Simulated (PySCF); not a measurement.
C₃H₅FS.
SMILES with atom numbers: `[F:1][C@H:2]1[CH2:3][CH2:4][S:5]1` (hydrogens: H6 on C2; H7, H8 on C3; H9, H10 on C4)

Computed with PBE0-D3(BJ)/def2-SVP geometry optimisation, gas phase in PySCF 2.14.0.

**Question.** Give the optimised bond lengths and angles.

**Answer.** 
| bond | length (Å) | order |
| --- | --- | --- |
| F1–C2 | 1.358 | single |
| C2–C3 | 1.525 | single |
| C3–C4 | 1.533 | single |
| C4–S5 | 1.837 | single |
| C2–S5 | 1.835 | single |
| C2–H6 | 1.103 | single |
| C3–H7 | 1.101 | single |
| C3–H8 | 1.100 | single |
| C4–H9 | 1.100 | single |
| C4–H10 | 1.099 | single |

Orders are formal, as drawn. A selection of angles:
| angle | degrees |
| --- | --- |
| F1–C2–C3 | 114.4 |
| F1–C2–S5 | 115.4 |
| F1–C2–H6 | 107.5 |
| C3–C2–S5 | 92.0 |
| C3–C2–H6 | 115.5 |
| S5–C2–H6 | 111.7 |
| C2–C3–C4 | 96.4 |
| C2–C3–H7 | 116.1 |
| C2–C3–H8 | 107.4 |
| C4–C3–H7 | 116.5 |
| C4–C3–H8 | 111.0 |
| H7–C3–H8 | 108.8 |
| C3–C4–S5 | 91.7 |
| C3–C4–H9 | 113.8 |
| C3–C4–H10 | 116.2 |
| S5–C4–H9 | 111.1 |
| S5–C4–H10 | 114.2 |
| H9–C4–H10 | 109.0 |
| C2–S5–C4 | 76.7 |

Torsions: F1–C2–C3–C4 134° (anticlinal); C2–C3–C4–S5 -15° (synperiplanar); C3–C4–S5–C2 12° (synperiplanar); F1–C2–S5–C4 -131° (anticlinal).

The 4-membered ring C2–C3–C4–S5 has internal angles of 76.7° to 96.4°; it is puckered, 0.10 Å rms from its mean plane, widest ring torsion 15°. S5 (sulfide sulfur) is bent (angle 76.7°).

Point group: C1 (no symmetry element, even within 0.4 Å). No PBE0-D3(BJ)/def2-SVP frequencies stand behind this structure, so it isn't proved a minimum. The numbers are those of one conformer.
